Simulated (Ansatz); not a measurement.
Relaxation of H2OSSi (5 atoms, charge 0, multiplicity 1), to a largest force component of 0.015 eV/Å in at most 40 steps.

All numbers below come from RKS LDA/def2-SVP in Ansatz 0.2.0.

```xyz
5
Properties=species:S:1:pos:R:3
O -1.209 -0.744 -0.432
Si -0.779 0.879 -0.292
S 1.058 0.795 0.736
H -0.846 -1.302 0.227
H 0.629 1.278 1.940
```

Task: Where does it end, and by what steps?

Result: It converged. After 10 steps the energy has fallen by 0.546 eV; H5 moved furthest, 0.69 Å.

```tsv
step	energy less start (eV)	largest force component (eV/Å)	accepted
0	0.0000	1.981	yes
1	-0.2019	1.664	yes
2	-0.2450	1.539	yes
3	-0.4076	0.593	yes
4	-0.5035	0.442	yes
5	-0.5295	0.327	yes
6	-0.5239	0.719	no
7	-0.5429	0.094	yes
8	-0.5441	0.128	yes
9	-0.5454	0.099	yes
10	-0.5458	0.010	yes
```

```xyz
5
Properties=species:S:1:pos:R:3
O -1.255 -0.714 -0.483
Si -0.945 0.843 0.012
S 0.801 0.465 1.253
H -0.700 -1.466 -0.195
H 0.952 1.778 1.591
```

Run time: 8.7 s on 1 CPU thread of a shared host.
